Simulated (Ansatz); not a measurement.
Reaction (silylene formation by 1,1-elimination): `[AlH2][SiH2]S` → `[AlH2][SH]` + `[SiH2]`

Gas-phase electronic energies from Ansatz, PBE0-D4/def2-TZVP geometries. CCSD(T)/CBS is the MP2 limit (def2-TZVPP, def2-QZVPP) plus CCSD(T) − MP2 in def2-TZVPP, frozen cores. This one scheme is used for every species. DFT in def2-TZVPP. Each species was taken in one conformer, which may not be the lowest.

`[AlH2][SiH2]S`:

Z-matrix (Å, degrees):
```
Si
S 1 2.149
Al 1 2.458 2 107.2
H 1 1.493 2 110.1 3 -121.7
H 1 1.493 2 110.2 3 121.7
H 2 1.344 1 96.4 3 180.0
H 3 1.588 1 119.4 2 180.0
H 3 1.586 1 120.7 2 -0.0
```

`[AlH2][SH]`:

Cartesian coordinates in Å:
```
Al 0.149 0.207 0.600
S -1.095 -0.693 -0.950
H -0.476 0.288 2.047
H 1.591 0.727 0.214
H -0.169 -0.529 -1.911
```

`[SiH2]`:

Z-matrix (Å, degrees):
```
Si
H 1 1.525
H 1 1.525 2 91.2
```

(1) Is it downhill or uphill in electronic energy at CCSD(T)/CBS, and by how much? (An estimate is asked.)

(2) What do these levels give: BHLYP, MP2/def2-SVP, CCSD/def2-SVP, MP2/def2-TZVPP, CCSD/def2-TZVPP, MP2/def2-QZVPP? (Estimate.)

(3) What do rigid-rotor, harmonic-oscillator terms from PBE0-D4/def2-TZVP frequencies (298.15 K, 1 bar) make of the CCSD(T)/CBS value? (An estimate is asked.)

Largest T1 diagnostic among the species: 0.014.

## Answers

(1) Ansatz gave: Uphill: ΔE = +41.0 kcal/mol.

(2) Ansatz gave: BHLYP 38.9, MP2/def2-SVP 39.0, CCSD/def2-SVP 34.7, MP2/def2-TZVPP 42.3, CCSD/def2-TZVPP 38.0, MP2/def2-QZVPP 43.4 kcal/mol.

(3) Computed: ΔZPE = -3.3 kcal/mol, ΔH = +38.3 kcal/mol, ΔS = 135 J/(mol·K), ΔG = +28.8 kcal/mol.

In def2-TZVPP, CCSD(T) changes the Hartree–Fock value by +4.1 kcal/mol (the triples alone add +1.1 kcal/mol) and MP2 by +7.3 kcal/mol. The D4 term adds +2.9 kcal/mol with B3LYP and +1.6 kcal/mol with PBE0; it sums over pairs of atoms, weighted by their polarisabilities, and B3LYP, whose exchange is more repulsive, gets the larger term.

B3LYP here is the variant with VWN-RPA as its local correlation; programs differ in this.
